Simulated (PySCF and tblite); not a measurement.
Results of a calculation; reference values are marked as such.
System: C3H5O (charge +1), numbered as in [CH2:1]=[CH:2][CH+:3][OH:4].

Motion: rotation about the C2–C3 bond (torsion C1–C2–C3–O4 from 180° to 360°, rising). GFN2-xTB gives an electronic barrier of 11.9 kcal/mol and a reaction energy of 3.0 kcal/mol.

The ion is treated without a counter-ion.

PBE0/pcSseg-2 + D3(BJ) on GFN2-xTB geometries gives 17.6 kcal/mol and k(298 K) = 7.8 s⁻¹.

(1) What does PBE0/pcSseg-2 + D3(BJ), IEF-PCM tetrahydrofuran give on GFN2-xTB geometries?

Programs: tblite and PySCF.

## Answers

(1) A barrier of 16.4 kcal/mol, 1.1 below the first DFT barrier (from unrounded values), a reaction energy of 4.3 kcal/mol and, with GFN2-xTB thermal terms, ΔG‡(298 K) = 15.5 kcal/mol and k = 51 s⁻¹ (2 equivalent paths).
